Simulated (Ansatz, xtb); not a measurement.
## Redistribution: C3H5F + C2H3Cl → C2H2ClF + C3H6

Species: C3H5F `C/C=C/F`, singlet; C2H3Cl `C=CCl`, singlet; C2H2ClF (1-chloro-2-fluoroethylene) `F/C=C/Cl`, singlet; C3H6 `C=CC`, singlet. The partners trade CH3 for Cl; both sit on C, so the bond types are kept.

Shapes, held fixed at every level: PBE0-D4/def2-TZVP. Programs: Ansatz 0.2.0, xtb 6.7.1. The zero-point and thermal change to 298 K, harmonic and unscaled (PBE0-D4/def2-TZVP), is -0.1 kJ/mol.

Q: Estimate ΔH(298 K) of this reaction.

A: The highest level, CCSD(T)/CBS estimate, gives ΔH(298 K) = +14.5 kJ/mol; the levels span +12.2 to +14.9. The column of differences is taken from that level and isn't an error. No measured value is set beside it here. The CBS estimate extrapolates MP2 from def2-TZVPP and def2-QZVPP and adds CCSD(T) − MP2 in the triple-zeta set, cores frozen.

```tsv
level	kind	ΔH(298 K) (kJ/mol)	less CCSD(T)/CBS estimate
GFN2-xTB	semi-empirical	+14.9	+0.4
HF/def2-SVP	Hartree–Fock	+13.4	-1.1
PBE-D4/def2-TZVPP	GGA	+14.4	-0.1
B3LYP-D4/def2-TZVPP	global hybrid	+14.2	-0.3
BHLYP-D4/def2-TZVPP	global hybrid	+14.1	-0.4
wB97X-V/def2-TZVPP	range-separated hybrid	+13.8	-0.7
CCSD(T)/def2-SVP	coupled cluster or CI	+12.2	-2.3
CCSD/def2-SVP	coupled cluster or CI	+12.3	-2.2
CCSD(T)/CBS estimate	coupled cluster or CI	+14.5	0.0
```
